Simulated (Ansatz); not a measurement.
Basis-set extrapolation for `O=C=CS` (PBE0-D4/def2-TZVP geometry, frozen core, Ansatz 0.2.0). Multiplicity 1, RHF reference.

```
                      def2-TZVPP   def2-QZVPP
                 HF  -549.330039  -549.347911
    MP2 correlation    -0.705804    -0.759158
CCSD(T) correlation    -0.762310      not run
```

Energies in hartree. Use E(X) = E(∞) + A·exp(−7.88·√X) for Hartree–Fock and E(X) = E(∞) + B·X^(−2.97) for correlation, with X = 3 and 4, and add CCSD(T) minus MP2 of the smaller set to the MP2 limit.

Task: What is the CCSD(T) energy at the basis-set limit?

Result: HF limit: -549.347911 + (-0.017872) × 0.13774 = -549.35037. MP2 limit: -0.759158 + (-0.053354) × 0.74074 = -0.79868. Higher-order term: -0.762310 − (-0.705804) = -0.05651. Total: -550.20556 hartree, 3.08 eV below CCSD(T)/def2-TZVPP.
